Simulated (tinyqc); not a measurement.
Inside a calculation. Method: UHF in the sto-3g basis, for H2F+, spin multiplicity 1. One step of it, computed by the program tinyqc.

Question. Iteration 2: DIIS coefficients. Solve [B -1; -1 0][c; lambda] = [0; -1] for the coefficients, which sum to one.

B (overlaps of the stored error matrices):
```
               1              2
1  5.9289824e-01  2.2734064e-01
2  2.2734064e-01  1.0871406e-01
```

Give: DIIS coefficients.

Answer.

DIIS coefficients: -0.4804  1.4804
